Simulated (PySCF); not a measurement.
Rock-salt SnTe (cubic form, which distorts at low temperature) was calculated with PBE (PySCF, GTH pseudopotentials, Gaussian basis).

Computed at the level's own relaxed cell.

Task: What does this level give for the cohesive energy, bulk modulus B0, pressure derivative B′ of the bulk modulus, equilibrium volume per atom and equilibrium lattice constant a?

Result: 
cohesive energy: 2.97 eV/atom ± 0.04
bulk modulus B0: 40.0 GPa ± 1
pressure derivative B′ of the bulk modulus: 4.2
equilibrium volume per atom: 33.17 Å³/atom
equilibrium lattice constant a: 6.426 Å ± 0.02

Measured, for comparison: bulk modulus 37.8 GPa (temperature not stated, not corrected to a static lattice; as tabulated in Toher et al. (2017), arXiv:1611.05714); equilibrium volume per atom 31.50 Å³/atom, lattice constant a 6.316 Å (room temperature, not corrected to a static lattice; as tabulated in Maiti et al. (2022), arXiv:2109.01420). Computed (rounded) less measured: bulk modulus +6 %, equilibrium volume per atom +5.3 %, lattice constant a +1.7 %. A static lattice is as a rule a little smaller and stiffer than an uncorrected measurement, which narrows the difference in the bulk modulus and would widen misses of the other sign.

Note: symmetry holds this phase in the static calculation, where it need not be a minimum.

A ± is a rough bar: the spread of an extrapolation, a floor set from checks against published values, or a statistical error.

Spin–orbit coupling is not included.

Computed values are for the static lattice.
